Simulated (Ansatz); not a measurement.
# Al2H (quartet): the correlation ladder at distance Al1–H3 = 1.934 Å, 6-31G

How much of the correlation energy of Al2H (quartet) does each wave-function method recover here?

The runs use Ansatz 0.2.0, Gaussian basis; 6-31G, core rule «outside noble gas», up to 10 orbitals frozen.

To be run: UHF; CCSD(T) on ROHF; CCSD(T) on UHF; BCCD(T) on ROHF; CISD; CCSDT(Q) on ROHF; CCSDT(Q) on UHF; CISDTQ; CCSDTQ on ROHF; CCSDTQ on UHF; CASSCF and MRCISD+Q, 5 electrons in 5 orbitals; CASSCF and NEVPT2, 5 electrons in 5 orbitals; CASSCF and MRCISD+Q, 7 electrons in 9 orbitals; CASSCF and MRCISD+Q(relaxed), 7 electrons in 9 orbitals; CASSCF and NEVPT2, 7 electrons in 9 orbitals; Full CI.

19 further runs of the same task are left out: 17 that didn't finish, 2 set aside as unsound or not needed.

## Step 1: What is computed

The geometry derives from a PBE0/def2-TZVP stationary point (not a proven minimum). One bond is set to the value named and the two fragments are kept rigid.

3 atoms, charge 0, spin multiplicity 4.

Atoms are counted from 1 here; the program's logs count them from 0.

Bond lengths: Al1–Al2 2.360 Å, Al1–H3 1.934 Å. Angles: Al2–Al1–H3 180.0°.

## Step 2: UHF

in.yaml reads:

```yaml
crystal:
  periodic: [false, false, false]
  atoms:
    - {symbol: Al, position_ang: [0.000000, 0.000000, 0.142139]}
    - {symbol: Al, position_ang: [0.000000, 0.000000, -2.218277]}
    - {symbol: H, position_ang: [0.000000, 0.000000, 2.076139]}
basis:
  gaussian: {orbitals: 6-31G}
magnetization: {spin_polarized: true, initial_magnetization: 3}
hamiltonian: {xc: hf}
output: {orbitals: {seedname: orbitals}}
```

Launch:

```sh
ansatz run in.yaml --threads 1 --pin off --events-out ev --progress --plain --max-ram 2393MiB
```

After this run come: CCSD(T) on ROHF; CCSD(T) on UHF; BCCD(T) on ROHF; CISD; CCSDT(Q) on ROHF; CCSDT(Q) on UHF; CISDTQ; CCSDTQ on ROHF; CCSDTQ on UHF; CASSCF and MRCISD+Q, 5 electrons in 5 orbitals; CASSCF and NEVPT2, 5 electrons in 5 orbitals; CASSCF and MRCISD+Q, 7 electrons in 9 orbitals; CASSCF and MRCISD+Q(relaxed), 7 electrons in 9 orbitals; CASSCF and NEVPT2, 7 electrons in 9 orbitals; Full CI.

Q: Predict the results of all the runs planned. Wanted: FCI below the RHF energy; RMP2 from FCI; UMP2 from FCI; RCCSD from FCI; RCCSD(T) from FCI; UCCSD(T) from FCI; RCCSDT(Q) from FCI; UCCSDT(Q) from FCI; NEVPT2 pair from FCI.

The runs gave:

```
                         quantity                                                                                                                                                                    value
         FCI below the RHF energy                                                                                                                                                               -2.1806 eV
                    RMP2 from FCI                                                                                                                                                               +772.6 meV
                    UMP2 from FCI                                                                                                                                                               +763.0 meV
                   RCCSD from FCI                                                                                                                                                               +103.5 meV
                RCCSD(T) from FCI                                                                                                                                                                +39.6 meV
                UCCSD(T) from FCI                                                                                                                                                                +38.9 meV
               RCCSDT(Q) from FCI                                                                                                                                                                 +3.2 meV
               UCCSDT(Q) from FCI                                                                                                                                                                 +3.0 meV
             NEVPT2 pair from FCI                                                                                                                                                               +601.3 meV
           MRCISD+Q pair from FCI                                                                                                                                                                +23.8 meV
          NEVPT2 valence from FCI                                                                                                                                                               +146.7 meV
levels within 1 kcal/mol (43 meV)  RCCSD(T), UCCSD(T), BCCD(T), RCCSDT, UCCSDT, CISDTQ, RCCSDT(Q), UCCSDT(Q), RCCSDTQ, UCCSDTQ, MRCISD+Q pair, MRCISD valence, MRCISD+Q valence, MRCISD+Q(relaxed) valence
                    T1 diagnostic                                                                                                                                                                    0.046
   effectively unpaired electrons                                                                                                                                                                     3.07
```

RCCSD(T) misses by +39.6 meV, 1.8 % of the correlation energy. The occupations are near whole numbers, but T1 = 0.046 shows that the orbitals relax strongly. Of the multireference levels listed MRCISD+Q(relaxed) valence comes nearest in total energy (-1.9 meV), which doesn't show that its space is the better one. These misses are within one basis, not against nature; the frozen cores of restricted and unrestricted runs differ, which can shift their rows.
